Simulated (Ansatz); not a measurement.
# CP+ (triplet): wave-function methods side by side, def2-QZVPP

One table from this session's results is given with a row withheld; the runs are named, their logs left out.

The runs use Ansatz 0.2.0, Gaussian basis; def2-QZVPP, core rule «outside noble gas», up to 6 orbitals frozen.

The runs, in order: UHF; ROHF; CCSD(T) on UHF.

2 further runs of the same task are left out: 2 set aside as unsound or not needed.

### The system

The geometry is a PBE0/def2-TZVP stationary point (not a proven minimum) of the parent state, kept for this charge and spin.

2 atoms, charge 1, spin multiplicity 3.

Atoms are counted from 1 here; the program's logs count them from 0.

Bond lengths: C1–P2 1.541 Å.

The first run:

File in.yaml:

```yaml
crystal:
  periodic: [false, false, false]
  atoms:
    - {symbol: C, position_ang: [0.000000, 0.000000, 0.000000]}
    - {symbol: P, position_ang: [0.000000, 0.000000, 1.540900]}
basis:
  gaussian: {orbitals: "def2-QZVPP.json"}
total_charge: 1
magnetization: {spin_polarized: true, initial_magnetization: 2}
hamiltonian: {xc: hf}
output: {orbitals: {seedname: orbitals}}
```

On the command line:

```bash
ansatz run in.yaml --threads 1 --pin off --events-out ev --progress --plain --max-ram 2393MiB
```

Among the steps run: UHF; ROHF; CCSD(T) on UHF.

One table of the session follows, with a row left open; its other results are not shown here.

| method | from UCCSD(T) (kcal/mol) |
| --- | --- |
| ROHF | +163.01 |
| UHF | ? |
| UMP2 | +34.31 |
| UCCSD | +8.81 |
| UCCSD(T) | 0 |

Q: Estimate the row for UHF from the others.

As computed: from UCCSD(T) (kcal/mol): +152.90. In the column «from UCCSD(T) (kcal/mol)» it lies between UMP2 (+34.31) and ROHF (+163.01).
